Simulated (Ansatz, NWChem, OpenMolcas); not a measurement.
How basis sets differ on HF (hydrogen fluoride)

HF: 2 atoms, total charge 0, spin state singlet. As SMILES, `F`. Geometry: relaxed at PBE0-D4/def2-TZVP.

```xyz
2

F    -0.3900    0.1446   -0.1964
H     0.3900   -0.1446    0.1964
```

Each level gives the atomisation enthalpy at 298 K (kJ/mol). The values are calculated. The thermal term (zero-point and 298 K enthalpy, harmonic and unscaled) is that of PBE0-D4/def2-TZVP; the spin-orbit lowering of the free atoms at 298 K, 1.3 kJ/mol by their spectra, is taken off.

**What was measured.** Active Thermochemical Tables gives the atomisation enthalpy at 298 K of the gas as 570 kJ/mol.

```
                             level           kind     program  value (kJ/mol)  computed − measured  CPU time (all runs)
                 B3LYP/aug-pcseg-0  global hybrid      NWChem             485                  -85                  2 s
                 B3LYP/aug-pcseg-2  global hybrid      NWChem             561                   -9                  5 s
B3LYP/6-31G* (spherical functions)  global hybrid      NWChem             511                  -59                3.3 s
B3LYP/6-31G* (Cartesian functions)  global hybrid  OpenMolcas             514                  -56                7.3 s
                 B3LYP/aug-pcseg-1  global hybrid      NWChem             555                  -15                2.5 s
                     B3LYP/cc-pVTZ  global hybrid      Ansatz             551                  -19                1.2 s
```

Nearest: B3LYP/aug-pcseg-2 (-9 kJ/mol); farthest: B3LYP/aug-pcseg-0 (-85 kJ/mol). Times are those of the runs behind each value, whatever else they computed, on shared processors of several kinds: orders of magnitude only.
